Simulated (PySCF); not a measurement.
M06 single point of singlet BF₂⁺ at its PBE0 minimum.

An equivalent PySCF input for this run (the driver started from the density of an earlier step):

```python
from pyscf import gto, scf, dft
mol = gto.M(atom='''
B      0.000000     0.000000     0.000000
F     -0.000000    -0.000000     1.226443
F      0.000000     0.000000    -1.226443''',
    basis={'B': 'def2-TZVP', 'F': 'def2-TZVP'},
    charge=1, spin=0)
mf = dft.RKS(mol, xc='M06')
mf.grids.atom_grid = (90, 434)
aux = {'B': 'def2-universal-JKFIT', 'F': 'def2-universal-JKFIT'}
mf = mf.density_fit(auxbasis=aux)
mf.conv_tol = 1e-08
mf.diis_space = 10
mf.max_cycle = 60
mf.verbose = 4
mf.kernel()
```

Excerpt of the output:

```
init E= -224.278722131841
  HOMO = -0.845462016936228  LUMO = -0.310364297676692  gap/eV = 14.56075
cycle= 1 E= -224.279112361079  delta_E= -0.00039  |g|= 0.0689  |ddm|= 0.389
  HOMO = -0.824209239449812  LUMO = -0.306878968631526  gap/eV = 14.07727
cycle= 2 E= -224.278321711359  delta_E= 0.000791  |g|= 0.102  |ddm|= 0.0613
  HOMO = -0.834822431246302  LUMO = -0.307617920079229  gap/eV = 14.34597
cycle= 3 E= -224.279732328313  delta_E= -0.00141  |g|= 0.00258  |ddm|= 0.0364
  HOMO = -0.835044645240499  LUMO = -0.308155167062043  gap/eV = 14.33739
cycle= 4 E= -224.279733512822  delta_E= -1.18e-06  |g|= 0.00017  |ddm|= 0.00189
  HOMO = -0.835024612875926  LUMO = -0.3081794271485  gap/eV = 14.33619
cycle= 5 E= -224.27973351658  delta_E= -3.76e-09  |g|= 1.87e-05  |ddm|= 0.000196
  HOMO = -0.835023939117644  LUMO = -0.308180353861353  gap/eV = 14.33614
Extra cycle  E= -224.279733516588  delta_E= -7.84e-12  |g|= 1.88e-05  |ddm|= 3.04e-05
converged SCF energy = -224.279733516588
```

This run, together with those of the ionised and electron-attached species (not shown), took 18 s on 2 threads of a shared Intel Xeon @ 2.50GHz (Skylake/Cascade Lake) host, with 93 basis functions; the process peaked at 0.84 GiB. Launch command: `OMP_NUM_THREADS=2 python axn.py task.json out`.
